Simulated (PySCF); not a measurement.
O2, SMILES O=O (connectivity only; charge and spin as stated), charge -1, multiplicity 2.

Geometry optimised at PBE-D3(BJ)/def2-TZVPD.

Computed with PBE/def2-TZVPD (PySCF).

Isolated molecule, no solvent. A positive occupied level means that this level leaves the electron formally unbound; only the finite basis holds it.

```yaml
total_energy: -150.26507 hartree
point_group: D∞h
"α spin, highest occupied and lowest empty level": 3.04 and 4.88 eV
"β spin, highest occupied and lowest empty level": 3.37 and 3.69 eV
dipole_moment_about_the_centre_of_nuclear_charge: 0.000 e·Å
"⟨S²⟩": 0.754 (pure state 0.75)
```
